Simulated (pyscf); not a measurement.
Optimised with ωB97X-D3(BJ)/def2-SVP in PySCF.

SMILES: C=CC(C)N
```xyz
14

C      1.4171    -0.6635    -1.0898
C      0.2435    -0.4347    -0.4984
C     -0.9840     0.1249    -1.1834
C     -1.4316     1.4330    -0.5318
N     -2.1078    -0.8150    -1.1934
H      1.5724    -0.4319    -2.1503
H      2.2666    -1.0852    -0.5435
H      0.1178    -0.6769     0.5676
H     -0.7212     0.3324    -2.2359
H     -1.6805     1.2704     0.5314
H     -0.6367     2.1927    -0.5789
H     -2.3307     1.8166    -1.0370
H     -2.3998    -1.0110    -0.2349
H     -1.8074    -1.7073    -1.5844
```
Charge 0, spin multiplicity 1.

Question: What is the homolytic dissociation enthalpy (298 K, ωB97M-D3(BJ)/def2-TZVP) of the C–C bond of H₂C=CH–CH(CH₃)–NH₂, to •HC=CH₂ + H₃C–CH•–NH₂?

Answer: C–C to •HC=CH₂ + H₃C–CH•–NH₂: 386.5 kJ/mol. The 7 functionals that were run give +348.7 (r²SCAN) to +386.9 kJ/mol (ωB97X-D3(BJ)). The radicals are drawn with the spin at the cut bond; how far it spreads was not checked. Other isomers of •HC=CH₂, H₃C–CH•–NH₂ were not searched in full and may lie lower.
